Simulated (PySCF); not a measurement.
# C3H7N2O+: reorganisation energies

Wanted: reorganisation energies for C3H7N2O+ (`N/C=C(/O)C=[NH2+]`).

Programs: PySCF 2.14.0, with routines of our own; each step states its level. All values are computed. Atoms count from 0.

### Step 1. The starting structure

13 atoms, charge 1, multiplicity 1; geometry from: GFN2-xTB.

### Step 2. Relaxing the molecule at CAM-B3LYP/def2-SVP

What the job is given:

```
{"job": {"xc": "CAM-B3LYP", "basis": "def2-SVP", "grid": 1, "kind": "geom"}, "charge": 1, "multiplicity": 1}
N      0.601579     0.604083     2.004984
C      0.499482     1.039428     0.759144
C      0.047336     0.339947    -0.349919
O      0.005109     0.925867    -1.585764
C     -0.399345    -0.985681    -0.328918
N     -0.813469    -1.579720    -1.423983
H      0.946042     1.214879     2.729149
H      0.345510    -0.332524     2.273983
H      0.810542     2.067140     0.602894
H      0.311694     1.839310    -1.570066
H     -0.415147    -1.547839     0.593125
H     -1.144620    -2.532055    -1.432870
H     -0.799103    -1.052348    -2.289487
```

Started as:

```bash
> OMP_NUM_THREADS=1 python excited_run.py task.json out
```

This one command runs all jobs of the session in turn.

The program printed:

```text
step   0  E = -302.64429202  max force = 0.012192
step   1  E = -302.64503035  max force = 0.003425
step   2  E = -302.64500280  max force = 0.003334
step   3  E = -302.64504880  max force = 0.001620
step   4  E = -302.64505677  max force = 0.000541
step   5  E = -302.64504978  max force = 0.000979
step   6  E = -302.64505786  max force = 0.000337
optimisation converged
```

Run time: 51 s. Hardware: 1 thread of Intel Xeon Platinum 8259CL at 2.50GHz, shared host; peak memory 0.56 GiB.

Along the way:

| step | energy from step 0 (eV) | largest force component (eV/Å) |
| --- | --- | --- |
| 0 | 0.0000 | 0.6269 |
| 1 | -0.0201 | 0.1761 |
| 2 | -0.0193 | 0.1714 |
| 3 | -0.0206 | 0.0833 |
| 4 | -0.0208 | 0.0278 |
| 5 | -0.0206 | 0.0503 |
| 6 | -0.0208 | 0.0173 |

Distances of close pairs at the start and the end, largest changes first:

| bond | before (Å) | after (Å) | change (Å) |
| --- | --- | --- | --- |
| C4–H10 | 1.080 | 1.092 | +0.012 |
| C1–H8 | 1.085 | 1.096 | +0.011 |
| N5–H11 | 1.008 | 1.015 | +0.006 |
| N0–H6 | 1.008 | 1.014 | +0.006 |
| N0–H7 | 1.008 | 1.014 | +0.006 |
| N5–H12 | 1.014 | 1.019 | +0.006 |
| C2–O3 | 1.368 | 1.364 | -0.005 |
| N0–C1 | 1.324 | 1.327 | +0.003 |

The end geometry stands in the next job.

| at the end point | value |
| --- | --- |
| point group (found at 0.08 Å tolerance) | Cs |
| rotational constants (GHz, main isotopes) | 6.591, 2.509, 1.817 |

### Step 3. Relaxation after adding or removing an electron (C₃H₇N₂O radical): UKS CAM-B3LYP/def2-SVP

What the job is given:

```
{"job": {"kind": "ionopt", "ions": [-1], "xc": "CAM-B3LYP", "basis": "def2-SVP", "grid": 1}, "charge": 0, "multiplicity": 2}
N      0.627691     0.571814     2.014369
C      0.538987     0.996018     0.760287
C      0.075314     0.328524    -0.363836
O      0.044825     0.894682    -1.604193
C     -0.406125    -0.982270    -0.345993
N     -0.836183    -1.563443    -1.441155
H      0.991416     1.186695     2.734245
H      0.351976    -0.356138     2.314962
H      0.885939     2.024849     0.611831
H      0.361139     1.805863    -1.622558
H     -0.441688    -1.566127     0.576242
H     -1.188707    -2.514802    -1.444531
H     -0.814422    -1.042968    -2.317175
```

Method: UKS CAM-B3LYP/def2-SVP geometry optimisation of the ion from the geometry of its parent, gas phase.

The program printed:

```text
step       E/Eh        max force   <S^2>
  0    -302.81524610   0.060935   0.7903
  1    -302.82177956   0.008672   0.7932
  2    -302.82239181   0.004931   0.7924
  3    -302.82265456   0.014215   0.7925
  4    -302.82337911   0.008496   0.7925
  5    -302.82321641   0.016226   0.7928
  6    -302.82383054   0.022461   0.7931
  7    -302.82581332   0.006637   0.7920
  8    -302.82645871   0.005882   0.7922
  9    -302.82700468   0.006260   0.7923
 10    -302.82772462   0.007374   0.7923
 11    -302.82815476   0.005711   0.7917
 12    -302.82773067   0.008912   0.7917
 13    -302.82839697   0.002994   0.7919
 14    -302.82801412   0.007574   0.7919
 15    -302.82832624   0.004214   0.7919
 16    -302.82848490   0.001902   0.7917
 17    -302.82859112   0.000888   0.7916
 18    -302.82863177   0.000802   0.7916
 19    -302.82867480   0.000811   0.7917
 20    -302.82871268   0.001066   0.7918
 21    -302.82874913   0.000964   0.7919
 22    -302.82877806   0.000662   0.7920
 23    -302.82879941   0.000336   0.7919
 24    -302.82880445   0.000265   0.7919
optimisation converged
```

It took 4.3 min on 1 thread of Intel Xeon Platinum 8259CL at 2.50GHz, shared host; peak memory 0.64 GiB.

In short:

| quantity | value |
| --- | --- |
| geometry moved (RMSD) | 0.319 Å |
| ⟨S²⟩ | 0.792 |

Bonds of the start that changed most:

| bond | start (Å) | end (Å) |
| --- | --- | --- |
| C4–N5 | 1.312 | 1.387 |
| N0–C1 | 1.327 | 1.397 |
| C2–O3 | 1.364 | 1.384 |
| C2–C4 | 1.397 | 1.385 |
| C1–C2 | 1.387 | 1.393 |
| N0–H7 | 1.014 | 1.018 |

Mulliken spin populations:

N0 0.08; C1 0.60; C2 -0.28; O3 -0.01; C4 0.53; N5 0.11; H6 0.00; H7 0.02; H8 -0.03; H9 0.01; H10 -0.03; H11 0.00; H12 0.00

### Step 4. Reorganisation energies: UKS CAM-B3LYP/def2-SVP

The job, as its differences from that of step 3:

```diff
@@ -1,2 +1,2 @@
-{"job": {"kind": "ionopt", "ions": [-1], "xc": "CAM-B3LYP", "basis": "def2-SVP", "grid": 1}, "charge": 0, "multiplicity": 2}
+{"job": {"kind": "reorg", "ions": [-1], "xc": "CAM-B3LYP", "basis": "def2-SVP", "grid": 1}, "charge": 1, "multiplicity": 1}
 N      0.627691     0.571814     2.014369
```

Level: UKS CAM-B3LYP/def2-SVP four-point reorganisation energy, gas phase.

The program printed:

```text
final grid: 48264 points
cycle   1  E = -302.5723050814  dE =  1.350e+00  |g| = 5.944e-01  |ddm| = 3.831e+00
cycle   2  E = -302.5514379476  dE =  2.087e-02  |g| = 7.117e-01  |ddm| = 1.156e+00
cycle   3  E = -302.6443540524  dE = -9.292e-02  |g| = 5.614e-02  |ddm| = 6.475e-01
cycle   4  E = -302.6448022016  dE = -4.481e-04  |g| = 3.238e-02  |ddm| = 7.285e-02
cycle   5  E = -302.6450401628  dE = -2.380e-04  |g| = 8.362e-03  |ddm| = 3.520e-02
cycle   6  E = -302.6450574999  dE = -1.734e-05  |g| = 8.944e-04  |ddm| = 9.167e-03
cycle   7  E = -302.6450577846  dE = -2.847e-07  |g| = 5.004e-04  |ddm| = 1.785e-03
cycle   8  E = -302.6450578503  dE = -6.561e-08  |g| = 1.375e-04  |ddm| = 6.745e-04
cycle   9  E = -302.6450578564  dE = -6.104e-09  |g| = 7.520e-05  |ddm| = 2.382e-04
cycle  10  E = -302.6450578578  dE = -1.419e-09  |g| = 1.637e-05  |ddm| = 9.294e-05
cycle  11  E = -302.6450578578  dE = -6.116e-11  |g| = 6.324e-06  |ddm| = 2.647e-05
converged SCF energy = -302.6450578578

electron transfer: vertical 4.5519 eV, relaxation of the ion converged
  adiabatic 5.0000 eV, lambda(ion) 0.4481, lambda(parent) 0.6500, total 1.0981 eV
```

Wall time 4.2 s (1 thread of Intel Xeon Platinum 8259CL at 2.50GHz, shared host); peak memory 0.64 GiB.

### Step 5. Outcome

| quantity | value |
| --- | --- |
| point group | Cs |
| rotational constants (main isotopes) | 6.59, 2.51, 1.82 GHz |
| geometry moved (RMSD) (step 3, UKS CAM-B3LYP/def2-SVP) | 0.319 Å |
| electron reorganisation energy (step 4, UKS CAM-B3LYP/def2-SVP) | 1.0981 eV |

In words: Over 6 steps the energy fell by 0.021 eV; of the close pairs, C4–H10 changed most, 1.080 to 1.092 Å. In step 3 (relaxation after adding or removing an electron), among the bonds C4–N5 changes most, from 1.312 to 1.387 Å. The atoms move far more than that, so angles or torsions carry the main change.
